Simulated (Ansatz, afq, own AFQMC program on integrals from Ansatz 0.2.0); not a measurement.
# AlGeH$_{2}$, quartet: AFQMC among the cluster methods

```xyz
4

Ge    0.0000    0.0064    0.7385
Al    0.0000    0.1242   -1.8499
H     0.0000    1.2617   -0.4306
H     0.0000   -5.0480   -3.2678
```

Connectivity, by distances: Ge–Al ··· H, 1 bridging H.

Basis cc-pVDZ. Only valence electrons are correlated. AFQMC by an in-house program on the Cholesky factors that Ansatz 0.2.0 writes for its CCSD(T) run. The CISD trial takes its coefficients from CCSD amplitudes. Released means that phaseless walkers are propagated on without the constraint, phases kept. Error bars are statistical, one sigma. No spin–orbit coupling.

Determinant: UHF, the one that the program's search chose, which needn't be the lowest solution. The geometry is a point of a scan.

No full CI on the walks' own integrals is used here; CCSDT(Q) serves as the reference and is uncertain by about the last step of the cluster series.

Cautions: no relativity below Rb; no spin-orbit coupling; inner d shell frozen; lower spins were not checked; unrestricted determinant slightly spin contaminated (⟨S²⟩ 3.84 against 3.75).

The T1 diagnostic is 0.0372, the weight of the determinant in the CISD state is 0.850 and the ⟨S²⟩ of the determinant is 3.843. The size of the correlated space is 9 electrons in 36 orbitals.

```csv
level,correlation energy (eV)
MP2,-3.0087
CCSD,-3.9458
CCSD(T),-4.1008
```

Q: Estimate where AFQMC with the constraint released lies against CCSD(T) on the same integrals.

A: 0.95 ± 0.29 kcal/mol below CCSD(T).

Reference: CCSDT(Q), correlation energy -4.153 eV. The released energy is read at 2.40 1/Eh (meV from the phaseless value at times in 1/Eh: -1 ± 16 at 0.24, -1 ± 14 at 0.51, 3 ± 11 at 0.99, -12 ± 13 at 1.62, -2 ± 13 at 2.40).

| level | E − E(reference) (kcal/mol) | share of correlation (%) |
| --- | --- | --- |
| CCSD(T) | 1.20 | 98.74 |
| CCSDT | 0.24 | 99.75 |
| ph-AFQMC/CISD | 0.30 ± 0.36 | 99.68 |
| released AFQMC | 0.26 ± 0.29 | 99.73 |

A walk keeps the symmetry of its determinant, which the program's search chose and which needn't be the lowest solution, so a lower state of the same spin and another symmetry isn't excluded. Released energies are given only where the last usable release times agree within the noise; a slower fall can still hide under it.
